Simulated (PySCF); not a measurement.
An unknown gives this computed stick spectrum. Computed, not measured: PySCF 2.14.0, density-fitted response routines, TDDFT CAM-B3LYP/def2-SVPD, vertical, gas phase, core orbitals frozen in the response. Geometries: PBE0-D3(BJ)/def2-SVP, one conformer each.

```tsv
state	ν̃ (cm⁻¹)	f	main configurations (H = HOMO, L = LUMO)
S1	70560	0.0000	H→L (91%)
S2	72200	0.0000	H-1→L (94%)
S3	74580	0.0045	H→L+1 (44%), H-3→L (41%), H→L+2 (12%)
S4	75530	0.0000	H-2→L (92%)
S5	76220	0.040	H-1→L+1 (77%), H-4→L (13%)
S6	77460	0.139	H→L+2 (67%), H→L+1 (28%)
S7	79060	0.049	H-1→L+2 (74%), H-1→L+1 (9%), H-2→L+1 (8%)
S8	79800	0.134	H-2→L+1 (72%), H-1→L+2 (12%)
S9	80280	0.021	H-3→L (50%), H→L+1 (24%), H→L+2 (17%)
S10	80740	0.0000	H-3→L+1 (65%), H→L+4 (21%), H-5→L (8%)
```

Triplets computed (Tamm–Dancoff): 8.48, 8.70, 8.97, 9.08 eV.

Orbital energies (eV): HOMO-3 -11.20, HOMO-2 -10.89, HOMO-1 -10.51, HOMO -10.39, LUMO 1.50, LUMO+1 1.89, LUMO+2 2.27.

Question: Which structure fits?
A. `CCCC` (C4H10)
B. `C1CCC1` (C4H8)
C. `CC/C=N\C` (C4H9N)

Answer: A. Its S1, at 8.75 eV, is the highest among the candidates; the nearest of the others has S1 at 8.48 eV. S1 is HOMO→LUMO (91%). Löwdin shares by element: HOMO carbon 42% or more, hydrogen 17% or more (atoms not listed hold the other 41%); LUMO carbon 55% (atoms not listed hold the other 45%). At the same level the other candidates give, for their lowest levels:
- `CC/C=N\C`: 4.97 eV (f 0.002); 6.79 eV (f 0.016); 7.49 eV (f 0.004); 7.73 eV (f 0.181); 7.82 eV (f 0.208); T1 4.19 eV; HOMO -8.27, LUMO 1.07 eV
- `C1CCC1`: 8.48 eV (f 0.070 summed over 2 states); 8.57 eV (f 0.000); 9.06 eV (f 0.001 summed over 3 states); 9.11 eV (f 0.001 summed over 2 states); 9.17 eV (f 0.000) [of 10 roots; the last level is left out, as the window may have cut its degenerate partner]; T1 8.26 eV; HOMO -10.06, LUMO 1.55 eV

Shape of the structure used: `[CH3:1][CH2:2][CH2:3][CH3:4]`: C1–C2–C3–C4 180°.
